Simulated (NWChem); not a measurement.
The numbers come from NWChem runs, not from measurements. System: benzene (C6H6), charge 0, spin multiplicity 1, at a geometry optimised with B3LYP/def2-SVP. Level: B3LYP/def2-SVP, VWN1-RPA local correlation.

The NWChem input:

```
start mol
memory heap 200 mb stack 900 mb global 1100 mb
geometry units angstroms nocenter noautoz
  C      0.000000     0.000000     1.398852
  C     -1.211423     0.000000     0.699426
  C     -1.211423     0.000000    -0.699426
  C      0.000000     0.000000    -1.398852
  C      1.211423     0.000000    -0.699426
  C      1.211423     0.000000     0.699426
  H      0.000000     0.000000     2.492116
  H     -2.158220     0.000000     1.246058
  H     -2.158220     0.000000    -1.246058
  H      0.000000     0.000000    -2.492116
  H      2.158220     0.000000    -1.246058
  H      2.158220     0.000000     1.246058
  symmetry group D2h
end
basis spherical
  * library def2-svp
end
dft
  xc b3lyp
  semidirect memsize 60000000 filesize 0
  iterations 100
end
task dft energy
```

NWChem printed:

```
             Northwest Computational Chemistry Package (NWChem) 7.3.0
             --------------------------------------------------------

                                NWChem Input Module
                                -------------------

 Scaling coordinates for geometry "geometry" by  1.889725989
 (inverse scale =  0.529177249)

 Turning off AUTOSYM since
 SYMMETRY directive was detected!

                             Geometry "geometry" -> ""
                             -------------------------

 Output coordinates in angstroms (scale by  1.889725989 to convert to a.u.)

  No.       Tag          Charge          X              Y              Z
 ---- ---------------- ---------- -------------- -------------- --------------
    1 C                    6.0000     0.00000000     0.00000000     1.39885200
    2 C                    6.0000    -1.21142300     0.00000000     0.69942600
    3 C                    6.0000    -1.21142300     0.00000000    -0.69942600
    4 C                    6.0000     0.00000000     0.00000000    -1.39885200
    5 C                    6.0000     1.21142300     0.00000000    -0.69942600
    6 C                    6.0000     1.21142300     0.00000000     0.69942600
    7 H                    1.0000     0.00000000     0.00000000     2.49211600
    8 H                    1.0000    -2.15822000     0.00000000     1.24605800
    9 H                    1.0000    -2.15822000     0.00000000    -1.24605800
   10 H                    1.0000     0.00000000     0.00000000    -2.49211600
   11 H                    1.0000     2.15822000     0.00000000    -1.24605800
   12 H                    1.0000     2.15822000     0.00000000     1.24605800

 Effective nuclear repulsion energy (a.u.)     202.7368236591

            Nuclear Dipole moment (a.u.)
            ----------------------------
        X                 Y               Z
 ---------------- ---------------- ----------------
     0.0000000000     0.0000000000    -0.0000000000

      Symmetry information
      --------------------

 Group name             D2h
 Group number             26
 Group order               8
 No. of unique centers     4

      Symmetry unique atoms

     1    2    7    8


 Summary of "ao basis" -> "" (spherical)
 ------------------------------------------------------------------------------
       Tag                 Description            Shells   Functions and Types
 ---------------- ------------------------------  ------  ---------------------
 *                          def2-svp                  on all atoms

                                 NWChem DFT Module
                                 -----------------

 Summary of "ao basis" -> "ao basis" (spherical)
 ------------------------------------------------------------------------------
       Tag                 Description            Shells   Functions and Types
 ---------------- ------------------------------  ------  ---------------------
 C                          def2-svp                 6       14   3s2p1d
 H                          def2-svp                 3        5   2s1p

 Summary of "ao basis" -> "ao basis" (spherical)
 ------------------------------------------------------------------------------
       Tag                 Description            Shells   Functions and Types
 ---------------- ------------------------------  ------  ---------------------
 C                          def2-svp                 6       14   3s2p1d
 H                          def2-svp                 3        5   2s1p
[...]
 d= 0,ls=0.0,diis     6   -232.0847288100 -1.39D-06  1.65D-06  2.17D-08     2.3
 d= 0,ls=0.0,diis     7   -232.0847288106 -6.00D-10  1.93D-06  1.91D-08     2.6

         Total DFT energy =     -232.084728810558
      One electron energy =     -712.429408981949
           Coulomb energy =      312.326185010664
    Exchange-Corr. energy =      -34.718328498389
 Nuclear repulsion energy =      202.736823659116

 Numeric. integr. density =       42.000013005566

     Total iterative time =      2.2s

                  Occupations of the irreducible representations
                  ----------------------------------------------

                     irrep           alpha         beta
                     --------     --------     --------
                     ag                6.0          6.0
                     au                0.0          0.0
                     b1g               1.0          1.0
                     b1u               5.0          5.0
                     b2g               3.0          3.0
                     b2u               1.0          1.0
                     b3g               1.0          1.0
                     b3u               4.0          4.0

                       DFT Final Molecular Orbital Analysis
                       ------------------------------------

 Vector   19  Occ=2.000000D+00  E=-3.463992D-01  Symmetry=b2g
              MO Center=  6.6D-16, -1.5D-16, -1.4D-15, r^2= 4.2D+00
   Bfn.  Coefficient  Atom+Function         Bfn.  Coefficient  Atom+Function
  ----- ------------  ---------------      ----- ------------  ---------------
     4      0.268557   1 C  px               46     -0.268557   4 C  px
    18     -0.236566   2 C  px               32      0.236566   3 C  px
    60      0.236566   5 C  px               74     -0.236566   6 C  px
    90      0.203691   8 H  s                95     -0.203691   9 H  s
   105      0.203691  11 H  s               110     -0.203691  12 H  s

 Vector   20  Occ=2.000000D+00  E=-2.560304D-01  Symmetry=b1g
              MO Center=  2.2D-15,  7.3D-16,  2.7D-16, r^2= 3.0D+00
   Bfn.  Coefficient  Atom+Function         Bfn.  Coefficient  Atom+Function
  ----- ------------  ---------------      ----- ------------  ---------------
    19      0.301195   2 C  py               33      0.301195   3 C  py
    61     -0.301195   5 C  py               75     -0.301195   6 C  py
    22      0.208530   2 C  py               36      0.208530   3 C  py
    64     -0.208530   5 C  py               78     -0.208530   6 C  py

 Vector   21  Occ=2.000000D+00  E=-2.560217D-01  Symmetry=b3g
              MO Center=  6.6D-16, -2.9D-16,  1.3D-15, r^2= 3.0D+00
   Bfn.  Coefficient  Atom+Function         Bfn.  Coefficient  Atom+Function
  ----- ------------  ---------------      ----- ------------  ---------------
     5      0.347777   1 C  py               47     -0.347777   4 C  py
     8      0.240784   1 C  py               50     -0.240784   4 C  py
    19      0.173902   2 C  py               33     -0.173902   3 C  py
    61     -0.173902   5 C  py               75      0.173902   6 C  py
    22      0.120401   2 C  py               36     -0.120401   3 C  py

 Vector   22  Occ=0.000000D+00  E=-9.143635D-03  Symmetry=au
              MO Center= -2.4D-16, -5.6D-17,  2.2D-16, r^2= 3.5D+00
   Bfn.  Coefficient  Atom+Function         Bfn.  Coefficient  Atom+Function
  ----- ------------  ---------------      ----- ------------  ---------------
    22      0.437196   2 C  py               36     -0.437196   3 C  py
    64      0.437196   5 C  py               78     -0.437196   6 C  py
    19      0.321291   2 C  py               33     -0.321291   3 C  py
    61      0.321291   5 C  py               75     -0.321291   6 C  py
    10     -0.030899   1 C  d -2             52      0.030899   4 C  d -2

 Vector   23  Occ=0.000000D+00  E=-9.130868D-03  Symmetry=b2u
              MO Center= -2.5D-15, -2.2D-19, -1.5D-15, r^2= 3.5D+00
   Bfn.  Coefficient  Atom+Function         Bfn.  Coefficient  Atom+Function
  ----- ------------  ---------------      ----- ------------  ---------------
     8      0.504856   1 C  py               50      0.504856   4 C  py
     5      0.370987   1 C  py               47      0.370987   4 C  py
    22     -0.252421   2 C  py               36     -0.252421   3 C  py
    64     -0.252421   5 C  py               78     -0.252421   6 C  py
    19     -0.185491   2 C  py               33     -0.185491   3 C  py

 Vector   24  Occ=0.000000D+00  E= 5.731538D-02  Symmetry=ag
              MO Center= -8.2D-16, -3.4D-31,  9.4D-16, r^2= 9.9D+00
   Bfn.  Coefficient  Atom+Function         Bfn.  Coefficient  Atom+Function
  ----- ------------  ---------------      ----- ------------  ---------------
    86      0.756484   7 H  s                91      0.756552   8 H  s
    96      0.756552   9 H  s               101      0.756484  10 H  s
   106      0.756552  11 H  s               111      0.756552  12 H  s
     3     -0.518162   1 C  s                17     -0.518236   2 C  s
    31     -0.518236   3 C  s                45     -0.518162   4 C  s

 center of mass
 --------------
 x =   0.00000000 y =   0.00000000 z =  -0.00000000

 moments of inertia (a.u.)
 ------------------
         318.617679810592           0.000000000000           0.000000000000
           0.000000000000         637.226751582533           0.000000000000
           0.000000000000           0.000000000000         318.609071771941

     Multipole analysis of the density
     ---------------------------------

     L   x y z        total         alpha         beta         nuclear
     -   - - -        -----         -----         ----         -------
     0   0 0 0      0.000000    -21.000000    -21.000000     42.000000

     1   1 0 0     -0.000000     -0.000000     -0.000000      0.000000
     1   0 1 0     -0.000000     -0.000000     -0.000000      0.000000
     1   0 0 1      0.000000      0.000000      0.000000     -0.000000

     2   2 0 0    -23.914816   -108.113226   -108.113226    192.311636
     2   1 1 0      0.000000      0.000000      0.000000      0.000000
     2   1 0 1      0.000000      0.000000      0.000000      0.000000
     2   0 2 0    -29.098087    -14.549044    -14.549044      0.000000
     2   0 1 1      0.000000      0.000000      0.000000      0.000000
     2   0 0 2    -23.913199   -108.114811   -108.114811    192.316422

 Task  times  cpu:        2.6s     wall:        2.6s

 Total times  cpu:        2.6s     wall:        2.6s
```
